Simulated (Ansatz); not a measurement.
# C₃H− (SMILES C1#C[CH-]1): one structure at several levels

Aim: energy, forces and dipole at a structure displaced at random from a GFN2-xTB minimum, from CCSD(T) and from density functionals.

Program: Ansatz 0.2.0, Gaussian basis. Level of theory: single points in def2-TZVPPD. These are calculated values, not measurements.

Correlated methods freeze the cores.

## 1. The system as given

SMILES `C1#C[CH-]1`, 4 atoms, charge -1, spin multiplicity 1.

Atoms are counted from 1 here; the program's logs count them from 0.

Bond lengths: C1–C2 1.491 Å, C1–C3 1.321 Å, C2–C3 1.524 Å, C3–H4 0.997 Å. Angles: C2–C1–C3 65.3°, C1–C2–C3 52.0°, C1–C3–C2 62.7°, C1–C3–H4 155.1°, C2–C3–H4 140.8°.

As a file:

```xyz
4
charge -1, multiplicity 1
C     0.99200   -0.24990    0.21590
C    -0.24150   -0.33630    1.04980
C    -0.10510    0.19230   -0.37330
H    -0.66410    0.47340   -1.14970
```

## 2. CCSD(T)/def2-TZVPPD

Contents of run/in.yaml:

```yaml
crystal:
  periodic: [false, false, false]
  atoms:
    - {symbol: C, position_ang: [0.992000, -0.249900, 0.215900]}
    - {symbol: C, position_ang: [-0.241500, -0.336300, 1.049800]}
    - {symbol: C, position_ang: [-0.105100, 0.192300, -0.373300]}
    - {symbol: H, position_ang: [-0.664100, 0.473400, -1.149700]}
basis:
  gaussian: {orbitals: "def2-TZVPPD.json"}
total_charge: -1
correlation: {method: ccsd_t}
output: {forces: true}
```

The basis file named in the input lies beside it (Basis Set Exchange, JSON).

No record of the launch command was kept for these runs.

## 3. PBE0-D4/def2-TZVPPD

run/in.yaml, as its differences from that of step 2:

```diff
@@ -10,3 +10,3 @@
 total_charge: -1
-correlation: {method: ccsd_t}
-output: {forces: true}
+hamiltonian: {xc: pbe0, dispersion: d4}
+output: {forces: true, orbitals: {seedname: orbitals}}
```

## 4. wB97M-V/def2-TZVPPD

run/in.yaml, as its differences from that of step 3:

```diff
@@ -10,3 +10,3 @@
 total_charge: -1
-hamiltonian: {xc: pbe0, dispersion: d4}
-output: {forces: true, orbitals: {seedname: orbitals}}
+hamiltonian: {xc: {name: wB97M-V}}
+output: {forces: true}
```

## 5. r2SCAN-D4/def2-TZVPPD

run/in.yaml, as its differences from that of step 4:

```diff
@@ -10,3 +10,3 @@
 total_charge: -1
-hamiltonian: {xc: {name: wB97M-V}}
+hamiltonian: {xc: r2scan, dispersion: d4}
 output: {forces: true}
```

## 6. PBE-D4/def2-TZVPPD

run/in.yaml, as its differences from that of step 5:

```diff
@@ -10,3 +10,3 @@
 total_charge: -1
-hamiltonian: {xc: r2scan, dispersion: d4}
+hamiltonian: {xc: pbe, dispersion: d4}
 output: {forces: true}
```

## 7. CAM-B3LYP-D4/def2-TZVPPD

run/in.yaml, as its differences from that of step 6:

```diff
@@ -10,3 +10,3 @@
 total_charge: -1
-hamiltonian: {xc: pbe, dispersion: d4}
+hamiltonian: {xc: {name: CAM-B3LYP}, dispersion: d4}
 output: {forces: true}
```

## 8. B97M-V/def2-TZVPPD

run/in.yaml, as its differences from that of step 7:

```diff
@@ -10,3 +10,3 @@
 total_charge: -1
-hamiltonian: {xc: {name: CAM-B3LYP}, dispersion: d4}
+hamiltonian: {xc: {name: B97M-V}}
 output: {forces: true}
```

(Steps that only read results are left out.)

**Question.** What will these runs give? Wanted: RMS force component; RMS force error; HOMO and LUMO, PBE0-D4; T1 diagnostic.

**Answer**, as computed:

| quantity | value |
| --- | --- |
| RMS force component | 2.447 to 2.662 eV/Å over the methods |
| RMS force error | PBE0-D4 0.450, wB97M-V 0.463, r2SCAN-D4 0.306, PBE-D4 0.143, CAM-B3LYP-D4 0.640, B97M-V 0.402 eV/Å |
| HOMO and LUMO, PBE0-D4 | 0.52 and 4.60 eV |
| T1 diagnostic | 0.015 |

**Reading.** The forces of PBE-D4 come nearest to CCSD(T), those of CAM-B3LYP-D4 are farthest. Frozen-core CCSD(T) forces in triple zeta carry basis errors of their own, and this is one geometry, so small gaps rank nothing.
